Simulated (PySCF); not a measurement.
# AlCl + 3 HCl → AlH₃ + 2 Cl₂

Level: PBE0 in the def2-TZVP basis family, all electrons, no relativity, computed in PySCF with density fitting; open shells unrestricted.

| species | state and structure | E (Eh) | ZPE (kJ/mol) | H(298 K) − H(0) (kJ/mol) | S° (J/(mol K)) |
| --- | --- | --- | --- | --- | --- |
| AlCl | singlet, C∞v, Al–Cl 2.146 Å | -702.43605 | 2.8 | 9.3 | 227.9 |
| HCl | singlet, C∞v, H–Cl 1.279 Å | -460.66440 | 17.9 | 8.7 | 186.6 |
| AlH₃ | singlet, D3h, Al–H 1.586 Å (×3) | -244.07875 | 48.3 | 10.6 | 207.5 |
| Cl₂ | singlet, D∞h, Cl–Cl 1.982 Å | -920.08940 | 3.5 | 9.1 | 222.5 |

Question: What is the electronic reaction energy?

Answer: At PBE0/def2-TZVP, ΔE = 450.8 kJ/mol from the differences of the total energies times 2625.5, uphill. 

Question: Add zero-point, thermal and entropy terms for 298.15 K and 1 bar.

Answer: ΔZPE = -1.2 and Δ[H(298) − H(0)] = -6.6 kJ/mol give ΔH° = 443.0 kJ/mol. ΔS° = -135.2 J/(mol K), so ΔG° = 443.0 − 298.15 × (-0.1352) = 483 kJ/mol.

Only the bonding shown was studied: isomers, or loss of a ligand pair, can lie lower.
